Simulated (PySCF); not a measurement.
CH5N, SMILES CN.

Coordinates come from a PBE0-D3(BJ)/def2-TZVP optimisation.

Two levels are set side by side: TDA-PBE/def2-TZVPD (PySCF) and ADC(2)/aug-cc-pVDZ (PySCF). Vertical, same geometry; the bases differ. Differences are taken from unrounded values.

| quantity | TDA-PBE |
|---|---|
| lowest singlet excitation (eV) | 5.18 |

These are the TDA-PBE values. What does ADC(2) give? (An estimate is asked for; the answer gives what the named calculation found.)


| quantity | ADC(2) | TDA-PBE minus ADC(2) |
|---|---|---|
| lowest singlet excitation (eV) | 5.48 | -0.30 |

Functionals without exact exchange tend to place singlet excitations lower, as here. Differences between two approximate levels are no errors against the true value.

Rough cost on one machine, each run with all the roots and properties that it gave: ADC(2) against TDA-PBE about 3 times.
